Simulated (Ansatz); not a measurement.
Level of theory: frozen-core CCSD(T)/def2-TZVPP // B3LYP-D3(BJ)/def2-TZVP run with Ansatz (a program for electronic structure).

Ansatz 0.2 input:
```yaml
crystal:
  periodic: [false, false, false]
  atoms:
    - { symbol: N, position_ang: [-0.000282, 0.425612, -0.000001] }
    - { symbol: H, position_ang: [0.806363, -0.212274, -0.000003] }
    - { symbol: H, position_ang: [-0.806082, -0.213338, 0.000003] }
basis:
  gaussian: { orbitals: def2-TZVPP }
correlation:
  method: ccsd_t
magnetization:
  spin_polarized: true
  initial_magnetization: 1
```

Output:

```
Functional definition: HF
352 factors; integrals over basis functions are off by at most 4.4e-4 eV
mean field evaluation 1: about -1511.9193 eV, gradient 1.3e1 eV
mean field evaluation 2: about -1511.9183 eV, gradient 1.3e1 eV
mean field evaluation 4: about -1512.6304 eV, gradient 1.3e0 eV
mean field evaluation 8: about -1512.6425 eV, gradient 1.0e-3 eV
mean field evaluation 16: about -1512.6425 eV, gradient 1.7e-6 eV
mean field evaluation 32: about -1510.4359 eV, gradient 3.6e-1 eV
mean field -1512.64253416 eV, -55.5885878243 hartree, gradient 1.7e-6 eV, S^2 0.759243; 1 other end points of the search recorded, 0 dependent functions left out
determinant -1512.64253416 eV, -55.5885878243 hartree, with singles and doubles -1518.18959032 eV, -55.7924383784 hartree
determinant -1510.43770378 eV, -55.5075618025 hartree, with singles and doubles -1516.02730126 eV, -55.7129757210 hartree
1 core orbitals not correlated
reference -1512.64253416 eV, -55.5885878243 hartree; 4, 3 occupied and 54, 55 virtual orbitals, 352 factors
second order -5.00990903 eV of doubles, -0.00000000 eV of singles
cycle   1  -5.47803414 eV  change   -4.4e-1 eV  update   1.2e-2
cycle   2  -5.48774346 eV  change   -9.7e-3 eV  update   2.9e-3
cycle   3  -5.48816469 eV  change   -4.2e-4 eV  update   1.2e-3
cycle   4  -5.48836269 eV  change   -2.0e-4 eV  update   4.4e-4
cycle   5  -5.48850497 eV  change   -1.4e-4 eV  update   1.6e-4
cycle   6  -5.48853204 eV  change   -2.7e-5 eV  update   5.3e-5
cycle   7  -5.48855364 eV  change   -2.2e-5 eV  update   1.6e-5
cycle   8  -5.48855162 eV  change    2.0e-6 eV  update   5.8e-6
perturbative correction -0.15344553 eV, -0.0056390193 hartree
Total energy: -1518.28453131 eV, -55.7959273956 hartree
```

Cost: roughly 3 core-seconds.
